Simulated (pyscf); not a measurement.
H₂N–Si(Cl)(Cl)–Cl + silane (SiH₄) → H₃Si–NH–Si(Cl)(Cl)–Cl + hydrogen (H₂) (four-centre exchange; singlet surface; H–N, H–Si broken, N–Si, H–H formed). Structures and frequencies: ωB97X-D3(BJ)/def2-SVP in PySCF. Energies in kJ/mol from the separated reactants.

```json
[
 {"level": "ωB97X-D3(BJ)/def2-TZVP", "barrier": "195.3", "reaction energy": "-40.3"},
 {"level": "r²SCAN/def2-TZVP", "barrier": "188.5", "reaction energy": "-30.6"},
 {"level": "B3LYP-D3(BJ)/def2-TZVP", "barrier": "___", "reaction energy": "-33.8"},
 {"level": "M06-2X/def2-TZVP", "barrier": "___", "reaction energy": "___"},
 {"level": "ωB97M-D3(BJ)/def2-TZVP", "barrier": "200.5", "reaction energy": "-30.4"},
 {"level": "HF/def2-TZVP", "barrier": "292.9", "reaction energy": "-12.6"}
]
```

Question: Some entries are withheld; supply them.

Answer: 
- B3LYP-D3(BJ)/def2-TZVP, barrier: 196.8
- M06-2X/def2-TZVP, barrier: 202.3
- M06-2X/def2-TZVP, reaction energy: -42.1

The functionals in the table span 13.8 kJ/mol in this barrier, from r²SCAN to M06-2X. One saddle was located; it need not be the lowest between these sides.
